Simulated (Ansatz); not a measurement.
# C₂H, doublet: the ladder up to RCCSDTQ

Geometry: a point of a stretch scan, not a stationary point.

```
atom   x (Å)   y (Å)    z (Å)
   C  0.0000  0.0000   0.0090
   C  0.0000  0.0000  -1.0840
   H  0.0000  0.0000   1.0750
```

Basis cc-pVDZ; Ansatz 0.2.0. Correlated methods freeze the noble-gas cores, which leaves 9 electrons in 31 orbitals. R marks a restricted (for open shells ROHF) determinant. Active spaces: pair = (3e, 3o) about the gap; valence = (9e, 9o) chosen from the atoms' valence shells.

Full CI isn't at hand for all of this; RCCSDTQ serves as the reference, and is uncertain by about the last step of the cluster series.

For open shells CISD is restricted-active-space CI with the open shells as a complete middle space.

```
UHF ⟨S²⟩                          : 0.869
T1 diagnostic (RCCSD)             : 0.0232
largest doubles amplitude (RCCSD) : 0.081
T1 diagnostic (UCCSD)             : 0.0316
```

Task: From what is known of these methods and the diagnostics, rank them by the size of their error in total energy against RCCSDTQ in cc-pVDZ, smallest first (an estimate: the text doesn't fix the numbers).
A. MRCISD (pair space)
B. MRCISD+Q (pair space)
C. CASSCF (valence space)
D. NEVPT2 (valence space)
E. MRCISD+Q (valence space)

Result: E (9 meV), B (70 meV), A (533 meV), D (715 meV), C (3269 meV).

All errors are against RCCSDTQ in cc-pVDZ. Within each family the higher level lies nearer, as is usual though not guaranteed.

Natural occupations of CASSCF (valence space) about the gap: 1.986 1.979 1.942 1.942 1.002 0.059 0.059 0.022 0.010; effectively unpaired electrons, Σ n²(2−n)², 1.06.
